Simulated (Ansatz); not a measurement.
BH6P, SMILES `[BH3-][PH3+]`, relaxed with RKS PBE-D4/def2-SVP in the Gaussian-basis code of Ansatz from a rough embedded geometry. The force threshold is 0.03 eV/Å; the program also tests the step.

Charge 0, multiplicity 1.

Start:

```xyz
8

B     0.409    0.598    0.594
P    -0.361   -0.591   -0.591
H     0.530    1.743    0.059
H     1.432    0.215    0.991
H    -0.303    0.785    1.566
H    -1.641   -0.127   -1.001
H    -0.519   -1.856    0.067
H     0.452   -0.767   -1.684
```

```json
{"step": "1", "energy (eV)": "-10052.3856", "largest force (eV/Å)": "1.940", "largest move (Å)": "0.000"}
{"step": "2", "energy (eV)": "-10052.8115", "largest force (eV/Å)": "0.850", "largest move (Å)": "0.128"}
{"step": "3", "energy (eV)": "-10052.8413", "largest force (eV/Å)": "0.381", "largest move (Å)": "0.079"}
{"step": "4 (rejected)", "energy (eV)": "-10052.8401", "largest force (eV/Å)": "0.254", "largest move (Å)": "0.049"}
{"step": "5", "energy (eV)": "-10052.8519", "largest force (eV/Å)": "0.025", "largest move (Å)": "0.024"}
```

End:

```xyz
8

B     0.456    0.728    0.704
P    -0.332   -0.538   -0.515
H     0.542    1.756    0.036
H     1.534    0.225    1.005
H    -0.353    0.789    1.626
H    -1.617   -0.240   -1.065
H    -0.588   -1.870   -0.062
H     0.358   -0.850   -1.728
```

Run time 6.5 s (2 threads of a server CPU on a shared host); peak host memory 0.12 GiB.
